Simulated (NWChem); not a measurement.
A series in which one site is exchanged, each optimised at PBE0/def2-SVP with NWChem, gas phase unless a solvent is named. Low-valent species are run as closed-shell singlets; no triplet was tried in these runs. def2 effective core potentials on Sn, Pb; no spin-orbit coupling.

A: [O]=[Pb] (PbO; site = Pb)
B: [O]=[Ge] (GeO; site = Ge)
C: O=[Si] (SiO; site = Si)
D: [Sn]=[O] (SnO; site = Sn)

Values for A:

| Quantity | Value |
|---|---|
| dipole (D), PBE0/def2-SVP | 4.38 |
| orbital gap (eV), PBE0/def2-SVP | 5.15 |
| vertical ionisation energy, ΔSCF, PBE/def2-SVP (eV) | 9.50 |
| static polarisability, PBE/def2-SVPD (bohr³) | 44.5 |
| lowest singlet excitation, PBE/def2-SVPD, TDA (eV) | 3.32 |

Q: How do these values change for the other members?

A: 
```json
[
 {"change from A": "dipole (D), PBE0/def2-SVP", "B": "-1.34", "C": "-1.68", "D": "-0.46"},
 {"change from A": "orbital gap (eV), PBE0/def2-SVP", "B": "+1.43", "C": "+1.80", "D": "+0.30"},
 {"change from A": "vertical ionisation energy, ΔSCF, PBE/def2-SVP (eV)", "B": "+1.49", "C": "+1.72", "D": "+0.39"},
 {"change from A": "static polarisability, PBE/def2-SVPD (bohr³)", "B": "-12.4", "C": "-14.2", "D": "-1.7"},
 {"change from A": "lowest singlet excitation, PBE/def2-SVPD, TDA (eV)", "B": "+1.47", "C": "+1.97", "D": "+0.33"}
]
```
